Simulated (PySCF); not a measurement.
Species: tetramethylene sulfoxide, C₄H₈OS.
Structure used (GFN2-xTB), in Å, numbered top down from 1:
```xyz
14
C4H8OS angstrom
O      0.2825    1.6558    1.9714
S      0.1947    1.6440    0.5104
C     -1.2778    0.5687    0.1073
C     -0.7769   -0.6491   -0.6468
C      0.5903   -0.9775   -0.0570
C      1.3635    0.3251   -0.0850
H     -1.7066    0.3096    1.0737
H     -1.9902    1.1617   -0.4612
H     -1.4699   -1.4856   -0.5484
H     -0.6700   -0.4160   -1.7088
H      0.4767   -1.3125    0.9759
H      1.0983   -1.7613   -0.6206
H      1.6506    0.6027   -1.0979
H      2.2342    0.3339    0.5648
```

The closed-shell ground state was solved at several levels (PySCF, density fitting, gas phase, non-relativistic).

```csv
level,basis functions,HOMO (eV),LUMO (eV),gap (eV),dipole (D)
B3LYP/def2-SVPD,194,-6.33,0.09,6.42,4.29
PBE0/def2-SVPD,194,-6.55,0.38,6.93,4.30
```

What might PBE0/pcSseg-1 (149 basis functions) give for the same quantities?

HOMO -6.40 eV, LUMO 0.94 eV, gap 7.34 eV, dipole 4.14 D.

Over all these levels, which gives the widest orbital gap and which the narrowest?

PBE0/pcSseg-1 (global hybrid, 25 % exact exchange) has the widest, 7.34 eV, and B3LYP/def2-SVPD (global hybrid, 20 % exact exchange) the narrowest, 6.42 eV. Functional and basis both differ between the two, so the spread mixes both effects.

How far do the dipole and the HOMO energy spread over the levels?

The dipole runs from 4.14 to 4.30 D (mean 4.24 D) and the HOMO from -6.55 to -6.33 eV.

One conformer stands for the species.
